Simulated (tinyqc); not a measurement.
Worked calculation: Pariser-Parr-Pople SCF with singles CI, for the molecule C=CC=CC=C (SMILES; centres numbered as the heavy atoms are written). Computed by tinyqc, a small Python program that keeps every step. Settings: charge = 0, gamma = Ohno, start = huckel, damping = 0.3, iteration cap = 85, excitations kept = 9. Command: `OMP_NUM_THREADS=1 python tinyqc.py 22321 22322 out.jsonl` (the two numbers bound the seeds that draw the settings). One thread of a shared host (Intel(R) Xeon(R) Processor @ 2.60GHz), about 0.01 s of CPU time with the checks. Later iterations appear only in the table of the cycle.

## PPP integrals

Centres (angstrom, eV; a flat drawing with bonds scaled to 1.40 angstrom):
```
centre          x          y  core charge z          W   gamma_rr
1C      -3.045000  -0.196000              1  11.160000  11.130000
2C      -1.799000   0.442000              1  11.160000  11.130000
3C      -0.623000  -0.319000              1  11.160000  11.130000
4C       0.623000   0.319000              1  11.160000  11.130000
5C       1.799000  -0.442000              1  11.160000  11.130000
6C       3.045000   0.196000              1  11.160000  11.130000
```

Resonance integrals (eV):
```
i  j       beta
1  2  -2.280000
2  3  -2.280000
3  4  -2.280000
4  5  -2.280000
5  6  -2.280000
```

Ohno: gamma = 14.399645/sqrt(R^2 + a^2), a = 2 x 14.399645/(gamma_rr + gamma_ss); H_rr = -W_r - sum_(s != r) z_s gamma_rs; H_rs = beta for bonds.

repulsion gamma_rs (eV):
```
           1C         2C         3C         4C         5C         6C
1C  11.130000   7.554319   5.238816   3.670169   2.868553   2.308288
2C   7.554319  11.130000   7.551683   5.238816   3.669262   2.868553
3C   5.238816   7.551683  11.130000   7.554319   5.238816   3.670169
4C   3.670169   5.238816   7.554319  11.130000   7.551683   5.238816
5C   2.868553   3.669262   5.238816   7.551683  11.130000   7.554319
6C   2.308288   2.868553   3.670169   5.238816   7.554319  11.130000
```

core matrix H (eV):
```
            1C          2C          3C          4C          5C          6C
1C  -32.800144   -2.280000    0.000000    0.000000    0.000000    0.000000
2C   -2.280000  -38.042633   -2.280000    0.000000    0.000000    0.000000
3C    0.000000   -2.280000  -40.413803   -2.280000    0.000000    0.000000
4C    0.000000    0.000000   -2.280000  -40.413803   -2.280000    0.000000
5C    0.000000    0.000000    0.000000   -2.280000  -38.042633   -2.280000
6C    0.000000    0.000000    0.000000    0.000000   -2.280000  -32.800144
```

## Starting guess

pi electrons, sum of z_r less the charge = 6

Orbitals of the Hueckel matrix of the beta values.

P at the start:
```
           1C         2C         3C         4C         5C         6C
1C   1.000000   0.871119   0.000000  -0.387685   0.000000   0.301417
2C   0.871119   1.000000   0.483435   0.000000  -0.086268   0.000000
3C   0.000000   0.483435   1.000000   0.784851   0.000000  -0.387685
4C  -0.387685   0.000000   0.784851   1.000000   0.483435   0.000000
5C   0.000000  -0.086268   0.000000   0.483435   1.000000   0.871119
6C   0.301417   0.000000  -0.387685   0.000000   0.871119   1.000000
```

## Iteration 1: Fock matrix

F_rr = H_rr + P_rr gamma_rr / 2 + sum_(s != r) P_ss gamma_rs; F_rs = H_rs - P_rs gamma_rs / 2; E = tr P (H + F) / 2 + core repulsion sum_(r<s) z_r z_s gamma_rs.

F (eV):
```
           1C         2C         3C         4C         5C         6C
1C  -5.595000  -5.570356   0.000000   0.711434   0.000000  -0.347878
2C  -5.570356  -5.595000  -4.105373   0.000000   0.158270   0.000000
3C   0.000000  -4.105373  -5.595000  -5.244509   0.000000   0.711434
4C   0.711434   0.000000  -5.244509  -5.595000  -4.105373   0.000000
5C   0.000000   0.158270   0.000000  -4.105373  -5.595000  -5.570356
6C  -0.347878   0.000000   0.711434   0.000000  -5.570356  -5.595000
```

pi energy = -76.691769 eV

## Iteration 1: orbitals and new P

Diagonalise F (the basis is taken as orthonormal) and form P = 2 sum c c over the lowest orbitals; 0.3 of the old P is kept.

orbital energies (eV): -13.821928  -12.131780  -9.338969  -1.851031  0.941780  2.631928

P after iteration 1:
```
           1C         2C         3C         4C         5C         6C
1C   1.000000   0.893594   0.000000  -0.369094   0.000000   0.252745
2C   0.893594   1.000000   0.442285   0.000000  -0.069352   0.000000
3C   0.000000   0.442285   1.000000   0.816607   0.000000  -0.369094
4C  -0.369094   0.000000   0.816607   1.000000   0.442285   0.000000
5C   0.000000  -0.069352   0.000000   0.442285   1.000000   0.893594
6C   0.252745   0.000000  -0.369094   0.000000   0.893594   1.000000
```

## Iteration 2: Fock matrix

As before.

F (eV):
```
           1C         2C         3C         4C         5C         6C
1C  -5.595000  -5.655246   0.000000   0.677319   0.000000  -0.291704
2C  -5.655246  -5.595000  -3.949997   0.000000   0.127236   0.000000
3C   0.000000  -3.949997  -5.595000  -5.364457   0.000000   0.677319
4C   0.677319   0.000000  -5.364457  -5.595000  -3.949997   0.000000
5C   0.000000   0.127236   0.000000  -3.949997  -5.595000  -5.655246
6C  -0.291704   0.000000   0.677319   0.000000  -5.655246  -5.595000
```

pi energy = -76.782697 eV

## Iteration 2: orbitals and new P

As before.

orbital energies (eV): -13.809072  -12.128372  -9.443225  -1.746775  0.938372  2.619072

P after iteration 2:
```
           1C         2C         3C         4C         5C         6C
1C   1.000000   0.907814   0.000000  -0.354671   0.000000   0.221531
2C   0.907814   1.000000   0.414231   0.000000  -0.059155   0.000000
3C   0.000000   0.414231   1.000000   0.837624   0.000000  -0.354671
4C  -0.354671   0.000000   0.837624   1.000000   0.414231   0.000000
5C   0.000000  -0.059155   0.000000   0.414231   1.000000   0.907814
6C   0.221531   0.000000  -0.354671   0.000000   0.907814   1.000000
```

## Iteration 3: Fock matrix

As before.

F (eV):
```
           1C         2C         3C         4C         5C         6C
1C  -5.595000  -5.708957   0.000000   0.650851   0.000000  -0.255679
2C  -5.708957  -5.595000  -3.844071   0.000000   0.108527   0.000000
3C   0.000000  -3.844071  -5.595000  -5.443839   0.000000   0.650851
4C   0.650851   0.000000  -5.443839  -5.595000  -3.844071   0.000000
5C   0.000000   0.108527   0.000000  -3.844071  -5.595000  -5.708957
6C  -0.255679   0.000000   0.650851   0.000000  -5.708957  -5.595000
```

pi energy = -76.837934 eV

## Iteration 3: orbitals and new P

As before.

orbital energies (eV): -13.799001  -12.125409  -9.512398  -1.677602  0.935409  2.609001

P after iteration 3:
```
           1C         2C         3C         4C         5C         6C
1C   1.000000   0.916789   0.000000  -0.343993   0.000000   0.201517
2C   0.916789   1.000000   0.395297   0.000000  -0.052883   0.000000
3C   0.000000   0.395297   1.000000   0.851365   0.000000  -0.343993
4C  -0.343993   0.000000   0.851365   1.000000   0.395297   0.000000
5C   0.000000  -0.052883   0.000000   0.395297   1.000000   0.916789
6C   0.201517   0.000000  -0.343993   0.000000   0.916789   1.000000
```

## Convergence

Stop when output and input P, before any damping, agree to 1e-7.

Course of the cycle:
```
iteration        E (eV)  largest |P(out) - P(in)|
1          -76.69176919                  6.95e-02
2          -76.78269650                  4.46e-02
3          -76.83793446                  2.86e-02
4          -76.86696753                  1.84e-02
5          -76.88118103                  1.21e-02
6          -76.88786162                  8.02e-03
7          -76.89092282                  5.31e-03
8          -76.89230234                  3.51e-03
9          -76.89291705                  2.32e-03
10         -76.89318884                  1.53e-03
11         -76.89330836                  1.01e-03
...                 ...                       ...
24         -76.89340125                  4.45e-06
25         -76.89340125                  2.93e-06
26         -76.89340125                  1.93e-06
27         -76.89340125                  1.27e-06
28         -76.89340125                  8.38e-07
29         -76.89340125                  5.52e-07
30         -76.89340125                  3.64e-07
31         -76.89340125                  2.40e-07
32         -76.89340125                  1.58e-07
33         -76.89340125                  1.04e-07
34         -76.89340125                  6.85e-08
```

Converged in 34 iterations.

## Converged orbitals

Charges are z - P_rr.

orbital energies (eV): -13.772996  -12.113393  -9.641972  -1.548028  0.923393  2.582996

coefficients:
```
         MO1        MO2        MO3        MO4        MO5        MO6
1C  0.259167   0.456921   0.473345   0.473345  -0.456921   0.259167
2C  0.408861   0.510436   0.268864  -0.268864   0.510436  -0.408861
3C  0.515427   0.175153  -0.451283  -0.451283  -0.175153   0.515427
4C  0.515427  -0.175153  -0.451283   0.451283  -0.175153  -0.515427
5C  0.408861  -0.510436   0.268864   0.268864   0.510436   0.408861
6C  0.259167  -0.456921   0.473345  -0.473345  -0.456921  -0.259167
```

pi charges: 1C 0.000000, 2C 0.000000, 3C 0.000000, 4C 0.000000, 5C 0.000000, 6C 0.000000

## Singles CI, singlets

Over the 9 single excitations with the smallest orbital gaps: A = (e_a - e_i) delta + 2 (ia|jb) - (ij|ab), with (pq|rs) = sum c_mp c_mq gamma_mn c_nr c_ns. f = 2/3 w |mu|^2 in atomic units, mu = sqrt2 sum c_ia sum_m c_mi c_ma R_m.

singlet CI matrix (eV):
```
           3>4        2>4        3>5       1>4       3>6       2>5       2>6       1>5
3>4   4.199287   0.000000   0.000000  0.118699  0.118699  0.776197  0.000000  0.000000
2>4   0.000000   6.204424  -0.013163  0.000000  0.000000  0.000000  0.399943  0.864598
3>5   0.000000  -0.013163   6.204424  0.000000  0.000000  0.000000  0.864598  0.399943
1>4   0.118699   0.000000   0.000000  7.167552  0.253890  0.540843  0.000000  0.000000
3>6   0.118699   0.000000   0.000000  0.253890  7.167552  0.540843  0.000000  0.000000
2>5   0.776197   0.000000   0.000000  0.540843  0.540843  8.386622  0.000000  0.000000
2>6   0.000000   0.399943   0.864598  0.000000  0.000000  0.000000  9.421197  0.945617
1>5   0.000000   0.864598   0.399943  0.000000  0.000000  0.000000  0.945617  9.421197
1>6  -0.181956   0.000000   0.000000  0.536280  0.536280  1.058014  0.000000  0.000000

           1>6
3>4  -0.181956
2>4   0.000000
3>5   0.000000
1>4   0.536280
3>6   0.536280
2>5   1.058014
2>6   0.000000
1>5   0.000000
1>6  10.377979
```

singlet excitation energies (eV): 4.036812  5.838162  6.125707  6.913663  7.000066  8.232287  8.567459  10.719913  11.116165

oscillator strengths: 1.490672  0.000000  0.000000  0.000000  0.036533  0.214315  0.000000  0.000000  0.055431

## Singles CI, triplets

Over the 9 single excitations with the smallest orbital gaps: A = (e_a - e_i) delta - (ij|ab), with (pq|rs) = sum c_mp c_mq gamma_mn c_nr c_ns.

triplet CI matrix (eV):
```
           3>4        2>4        3>5        1>4        3>6       2>5        2>6        1>5
3>4   1.985607   0.000000   0.000000   0.438851   0.438851  1.499737   0.000000   0.000000
2>4   0.000000   4.691524   1.499737   0.000000   0.000000  0.000000  -0.151880   1.416420
3>5   0.000000   1.499737   4.691524   0.000000   0.000000  0.000000   1.416420  -0.151880
1>4   0.438851   0.000000   0.000000   5.892535  -1.021127  1.416420   0.000000   0.000000
3>6   0.438851   0.000000   0.000000  -1.021127   5.892535  1.416420   0.000000   0.000000
2>5   1.499737   0.000000   0.000000   1.416420   1.416420  6.915845   0.000000   0.000000
2>6   0.000000  -0.151880   1.416420   0.000000   0.000000  0.000000   8.706619   1.660195
1>5   0.000000   1.416420  -0.151880   0.000000   0.000000  0.000000   1.660195   8.706619
1>6  -1.021127   0.000000   0.000000   0.907697   0.907697  1.660195   0.000000   0.000000

           1>6
3>4  -1.021127
2>4   0.000000
3>5   0.000000
1>4   0.907697
3>6   0.907697
2>5   1.660195
2>6   0.000000
1>5   0.000000
1>6   9.394068
```

triplet excitation energies (eV): 1.287545  2.634327  3.643936  5.838162  6.913663  7.282486  7.603884  10.719913  10.952961
